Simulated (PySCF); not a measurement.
CH2, SMILES [CH2] (connectivity only; charge and spin as stated), neutral, multiplicity 1. Atoms are numbered in the order given.

```xyz
3

C      0.0000     0.0000    -0.1748
H      0.0000    -0.8623     0.5245
H      0.0000     0.8623     0.5245
```

Geometry optimised at B3LYP-D3(BJ)/def2-TZVPD. The isomer is the one that the SMILES or the coordinates give; other isomers of the formula were not compared.

These are B3LYP/pcSseg-2 (PySCF) values and carry that method's errors.

GIAO shieldings, no solvent; atoms alike by connectivity are averaged. δ = σ(ref) − σ: ¹³C against TMS (σ = 181.3 ppm); ¹H against TMS (σ = 31.68 ppm), references at their B3LYP-D3(BJ)/def2-TZVP geometries, non-relativistic.

| nucleus | atoms | count | δ (ppm) |
|---|---|---|---|
| ¹³C | C1 | 1 | 1434.5 |
| ¹H | H2, H3 | 2 | 60.54 |
